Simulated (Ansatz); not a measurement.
Born–Oppenheimer molecular dynamics of CHNO (4 atoms, charge 0, multiplicity 1). It starts from a relaxed structure.

These are results of UKS B3LYP/cc-pVDZ in Ansatz 0.2.0, not measurements.

| Quantity | Value |
| --- | --- |
| ensemble | NVT, Nosé–Hoover chain |
| time step | 0.5 fs |
| steps asked | 150 |
| set temperature | 700 K |
| thermostat | time constant 100 fs, chain length 3 (defaults) |
| temperature schedule | 37 steps to 700 K, then 113 steps to 2100 K |
| seed | 780164 |

Frames 2.5 fs apart, positions in Å, forces in eV/Å.

Velocities at 35.0 fs (Å/ps):

```
N -0.15 1.57 0.93
C 7.39 -9.16 -4.22
O -5.28 5.05 2.39
H -2.26 7.22 -0.61
```

```xyz
4
Properties=species:S:1:pos:R:3:forces:R:3 time_fs=35.0 energy_less_start_eV=0.035 T=587
N 0.512 -0.400 -0.453 -0.40 0.04 0.48
C -0.477 0.124 0.064 1.09 0.12 -0.77
O -1.456 0.666 0.385 -0.70 -0.03 0.36
H 1.407 -0.277 0.019 0.01 -0.13 -0.07
4
Properties=species:S:1:pos:R:3:forces:R:3 time_fs=37.5 energy_less_start_eV=0.120 T=269
N 0.512 -0.396 -0.450 1.25 -0.86 -0.34
C -0.460 0.104 0.053 -3.91 2.88 1.11
O -1.469 0.677 0.391 2.41 -1.84 -0.67
H 1.405 -0.264 0.015 0.25 -0.19 -0.09
4
Properties=species:S:1:pos:R:3:forces:R:3 time_fs=40.0 energy_less_start_eV=0.160 T=115
N 0.517 -0.396 -0.449 1.22 -0.88 -0.37
C -0.461 0.098 0.047 -4.41 3.32 1.42
O -1.473 0.682 0.395 3.00 -2.26 -0.96
H 1.415 -0.261 0.006 0.18 -0.18 -0.09
4
Properties=species:S:1:pos:R:3:forces:R:3 time_fs=42.5 energy_less_start_eV=0.065 T=482
N 0.526 -0.400 -0.448 -0.87 0.04 0.39
C -0.482 0.106 0.048 -0.23 1.34 0.09
O -1.466 0.679 0.395 1.19 -1.30 -0.47
H 1.436 -0.269 -0.009 -0.09 -0.08 0.00
4
Properties=species:S:1:pos:R:3:forces:R:3 time_fs=45.0 energy_less_start_eV=0.128 T=248
N 0.532 -0.403 -0.446 -2.61 0.76 0.84
C -0.504 0.122 0.049 4.80 -1.26 -1.48
O -1.456 0.671 0.394 -1.92 0.46 0.50
H 1.452 -0.282 -0.024 -0.27 0.04 0.13
4
Properties=species:S:1:pos:R:3:forces:R:3 time_fs=47.5 energy_less_start_eV=0.134 T=228
N 0.527 -0.404 -0.441 -2.45 0.71 0.66
C -0.504 0.132 0.043 5.53 -1.81 -1.61
O -1.451 0.664 0.394 -2.83 1.02 0.80
H 1.452 -0.293 -0.031 -0.25 0.08 0.15
4
Properties=species:S:1:pos:R:3:forces:R:3 time_fs=50.0 energy_less_start_eV=0.019 T=677
N 0.512 -0.401 -0.433 0.00 -0.31 -0.23
C -0.479 0.134 0.029 0.43 0.49 0.27
O -1.457 0.661 0.397 -0.37 -0.17 -0.06
H 1.438 -0.300 -0.030 -0.06 -0.01 0.02
4
Properties=species:S:1:pos:R:3:forces:R:3 time_fs=52.5 energy_less_start_eV=0.122 T=290
N 0.498 -0.400 -0.426 3.04 -1.77 -1.44
C -0.451 0.139 0.017 -5.09 2.94 2.33
O -1.464 0.657 0.400 1.82 -1.07 -0.82
H 1.421 -0.308 -0.028 0.23 -0.11 -0.07
4
Properties=species:S:1:pos:R:3:forces:R:3 time_fs=55.0 energy_less_start_eV=0.094 T=401
N 0.495 -0.406 -0.425 2.64 -1.55 -1.35
C -0.446 0.157 0.016 -4.52 2.32 2.09
O -1.465 0.650 0.400 1.54 -0.70 -0.71
H 1.418 -0.322 -0.029 0.35 -0.08 -0.03
4
Properties=species:S:1:pos:R:3:forces:R:3 time_fs=57.5 energy_less_start_eV=0.019 T=700
N 0.503 -0.419 -0.429 -0.23 0.20 -0.10
C -0.462 0.186 0.024 1.40 -0.98 -0.15
O -1.460 0.640 0.398 -1.17 0.71 0.25
H 1.433 -0.340 -0.032 0.00 0.06 0.01
4
Properties=species:S:1:pos:R:3:forces:R:3 time_fs=60.0 energy_less_start_eV=0.147 T=222
N 0.510 -0.431 -0.434 -1.86 1.37 0.71
C -0.472 0.211 0.032 5.56 -3.29 -1.72
O -1.461 0.632 0.396 -3.36 1.74 1.02
H 1.448 -0.354 -0.035 -0.33 0.18 -0.01
4
Properties=species:S:1:pos:R:3:forces:R:3 time_fs=62.5 energy_less_start_eV=0.094 T=429
N 0.510 -0.437 -0.436 -1.72 1.45 0.72
C -0.456 0.221 0.032 3.16 -2.56 -1.02
O -1.472 0.631 0.398 -1.26 0.96 0.31
H 1.446 -0.359 -0.039 -0.17 0.15 -0.01
```

Of the whole run (75 fs, mean temperature of the second half 363 K): The conserved energy stayed within 0.46 meV per atom of its start (net change 0.46 meV per atom), so the integration is sound. The schedule's set-point averaged 1635 K over the second half and the system 363 K, so it lags behind the ramp. A run of 0.075 ps of so small a system gives no equilibrium averages.

Time of the run: 3.3 min on 1 CPU thread of a shared host.
